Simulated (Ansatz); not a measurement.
Reaction (SMILES): C(F)=[CH] → [CH-]=CF (an electron is taken up)
B3LYP-D3(BJ)/def2-TZVP geometries, fixed; electronic energies without zero-point terms; positive where energy is released.
Largest species:
```xyz
5

C      0.0300     0.3889     0.0008
C      1.2398    -0.0873    -0.0066
F     -1.0719    -0.3912     0.0045
H     -0.2254     1.4461     0.0047
H      2.2534     0.2654    -0.0109
```
Charge 0, spin multiplicity 2.

Basis-set convergence of the adiabatic electron affinity at PBE0 with Ansatz (a first-principles code). All functions are spherical. The program fits the integrals of some runs and decomposes those of others, by size. Open shells are unrestricted. No added dispersion term, no relativity. Functions are those of the species that has most. Reference: the value in aug-pcseg-3, 1.305 eV, itself unsure by roughly 0.010 eV (its mean distance from aug-cc-pVQZ, def2-QZVPPD). Deviations are taken from unrounded values.

```
basis        functions
-----------  ---------
def2-SV(P)          46
def2-SVP            52
def2-SVPD           79
def2-TZVP          105
def2-TZVPP         121
def2-TZVPD         132
def2-TZVPPD        148
def2-QZVPP         231
def2-QZVPPD        258
```

**Question.** Which is the smallest def2 set listed that can be trusted to 0.1 eV here, that is, within that of the reference together with its larger relatives (same family, alike in diffuse functions; a set with none to test it counts only in the reference's own line)?

**Answer.** The smallest set listed that lies within 0.1 eV of the reference with all its larger relatives (same family, alike in diffuse functions; a set with none counts only in the reference's own line) is def2-SVPD (79 functions, -0.065 eV off). Inside, with no larger relative to test it: def2-QZVPP. Value minus reference: def2-SV(P) -0.564, def2-SVP -0.566, def2-SVPD -0.065, def2-TZVP -0.165, def2-TZVPP -0.163, def2-TZVPD -0.034, def2-TZVPPD -0.035, def2-QZVPP -0.071, def2-QZVPPD -0.018 eV.
